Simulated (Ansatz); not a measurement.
Run this with the Python package of Ansatz (0.2.0) and show what comes out.

`ch4o2_torsion.py`:
```python
"""Energy of CH4O2 as one group turns about a bond."""

import ansatz as az
from ase import Atoms


def main() -> None:
    atoms = Atoms(["O", "C", "O", "H", "H", "H", "H"], positions=[
        [-1.1217, -0.5296, -0.0941],
        [-0.0663, 0.2548, 0.3434],
        [1.055, -0.5503, 0.288],
        [-1.0853, -0.4398, -1.0779],
        [0.0757, 1.1514, -0.2798],
        [-0.2412, 0.5704, 1.3796],
        [1.445, -0.525, -0.6049],
    ])

    # start the scan from a relaxed geometry
    first = (
        az.Crystal.molecule_from_ase(atoms).calculation()
        .basis(gaussian="cc-pVDZ")
        .functional("hf")
        .relax(force_tolerance=0.02, max_steps=80)
    )
    atoms.positions = first.run().report["positions_ang"]

    start = atoms.get_dihedral(0, 1, 2, 6)
    energies = {}
    for turn in range(0, 360, 30):
        turned = atoms.copy()
        turned.set_dihedral(0, 1, 2, 6, start + turn, indices=[2, 6])
        setup = (
            az.Crystal.molecule_from_ase(turned).calculation()
            .basis(gaussian="cc-pVDZ")
            .functional("hf")
        )
        energies[round((start + turn) % 360)] = setup.run().report["free_energy_ev"]
    floor = min(energies.values())
    print("dihedral O0-C1-O2-H6 (deg)   E - E(min) (kcal/mol)")
    for angle, e in sorted(energies.items()):
        print(f"{angle:8d} {23.060548 * (e - floor):14.3f}  " + "#" * int(30 * (e - floor) / max(max(energies.values()) - floor, 1e-9)))


if __name__ == "__main__":
    main()
```

Output of `python ch4o2_torsion.py`:
```text
dihedral O0-C1-O2-H6 (deg)   E - E(min) (kcal/mol)
      14          2.894  ######################
      44          2.258  #################
      74          1.542  ###########
     104          2.281  #################
     134          3.386  ##########################
     164          3.784  #############################
     194          3.883  ##############################
     224          3.635  ############################
     254          2.198  ################
     284          0.292  ##
     314          0.000
     344          1.629  ############
```

The scan is rigid and the energies are electronic, in a modest basis. With rigid groups the curve can differ much from the relaxed path, the start wasn't checked as a minimum of this torsion, and equivalent turns needn't return to the same energy. Run time: 7.9 s on 1 thread of Arm Neoverse V1, on a shared host, peak memory 0.18 GiB.

(Lines on the test bed's own set-up are left out of the output.)
